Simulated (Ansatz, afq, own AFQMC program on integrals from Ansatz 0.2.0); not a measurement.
AFQMC on a folder of integrals that Ansatz 0.2.0 wrote.

```yaml
crystal:
  periodic: [false, false, false]
  atoms:
    - {symbol: Al, position_ang: [-1.701810, 0.000000, 0.000000]}
    - {symbol: H, position_ang: [-2.494734, 1.373384, 0.000000]}
    - {symbol: H, position_ang: [-2.494734, -1.373384, 0.000000]}
    - {symbol: H, position_ang: [0.037190, 0.000000, 0.000000]}
    - {symbol: N, position_ang: [2.492274, 0.000000, 0.000000]}
    - {symbol: C, position_ang: [1.332190, 0.000000, 0.000000]}
basis:
  gaussian: {orbitals: cc-pVDZ}
magnetization: {spin_polarized: true, initial_magnetization: 1}
correlation: {method: ccsd_t, electrons: outside_noble_gas, hamiltonian_folder: ham}
```

```sh
$ ansatz run in.yaml --threads 1 --pin off --events-out ev --progress --plain --max-ram 16896MiB --backend cuda --devices 0, --max-vram 18GiB
```

afq runs on the folder ham with

```
--method phaseless --trial cisd --walkers 4000 --populations 20 --least-time 60 --time-step 0.005 --steps-per-block 50 --equilibration-blocks 28 --max-blocks 4000 --target-error 0.00023 --factor-cut 1e-05 --start spin_pure --seed 5206 --release-times 0.24,0.51,0.99,1.5 --release-step 0.03 --release-every 4 --taylor-order 6
```

Times are imaginary, in 1/Eh. The walk had a cap of 192 s. With eight or more populations the least sampling time is a fifth of least-time, and the error comes from their spread.

afq prints:

```
orbitals 54  electrons 8 7  factors 414 of 579
reference energy -335.85548346 Eh
CCSD correlation -0.37733551 Eh in 13 cycles, weight of the determinant in the CISD state 0.8046
energy of the start -336.214748 Eh
 block  time / (1/Eh)  mean weight  energy / Eh
     1     0.250  0.9998  -336.216713
     2     0.500  0.9994  -336.225961
     3     0.750  0.9999  -336.232495
     4     1.000  1.0004  -336.236336
     5     1.250  0.9998  -336.240951
     7     1.750  1.0001  -336.244444
     9     2.250  1.0003  -336.246263
    13     3.250  1.0002  -336.248646
    19     4.750  1.0002  -336.249189
    25     6.250  1.0002  -336.248446
    31     7.750  1.0002  -336.252932
    37     9.250  0.9996  -336.247521
    43    10.750  0.9998  -336.248166
    49    12.250  0.9997  -336.248216
    55    13.750  1.0000  -336.248209
    61    15.250  0.9998  -336.249532
    67    16.750  1.0000  -336.247741
    73    18.250  1.0005  -336.247975
    79    19.750  0.9998  -336.247955
    82    20.500  1.0002  -336.246875
    85    21.250  0.9998  -336.248426
    91    22.750  0.9999  -336.251461
    97    24.250  0.9999  -336.247951
   103    25.750  1.0002  -336.250022
   109    27.250  1.0003  -336.248050
   115    28.750  1.0003  -336.249740
   118    29.500  1.0001  -336.252951
   121    30.250  1.0000  -336.251507
   127    31.750  1.0000  -336.249504
   133    33.250  1.0002  -336.248139
error from the spread of 20 populations
released: time / (1/Eh)  energy / Eh  error  mean overlap
  0.24  -336.249271  0.000216  1.0035
  0.51  -336.249678  0.000197  1.0032
  0.99  -336.249859  0.000206  1.0036
  1.50  -336.249750  0.000221  1.0090
energy -336.249272 +/- 0.000243 Eh
(rows thinned)
```

The run passed its tests (sampling time, drift between the halves within three errors, error under three times the target), which doesn't prove that it has relaxed, ending at its cap on processor time.

Against this walk (error 6.6 meV) on the same determinant: CCSD(T) 59.0 meV higher, CCSDT(Q) 21.6 meV lower. The error is statistical and leaves out the bias of the constraint. The determinant has ⟨S²⟩ = 0.93, so the low cluster orders mix in higher spin (the high orders can go on to a lower state of that spin), while the walk starts as a pure doublet. None of these is a sure reference here. Released to 1.50 1/Eh the energy moves by -13 ± 9 meV (both errors), within twice the noise.

Cautions: constraint bias not in the error; error above the target (6.6 against 6.3 meV); unrestricted determinant spin contaminated (⟨S²⟩ 0.93 against 0.75).

The walk took 3.2 min on 1 × NVIDIA H100 80GB HBM3 with 2 threads of AMD EPYC 7R13 Processor (Zen 3) (shared host) (the card was shared). The log's last line is the phaseless energy.

CCSDT and higher add their correlation energy to the determinant of the CCSD(T) run, since their own runs factorise the integrals more tightly (a shift of under 2 meV). A walk keeps the symmetry of its determinant, which the program's search chose and which needn't be the lowest solution, so a lower state of the same spin and another symmetry isn't excluded.
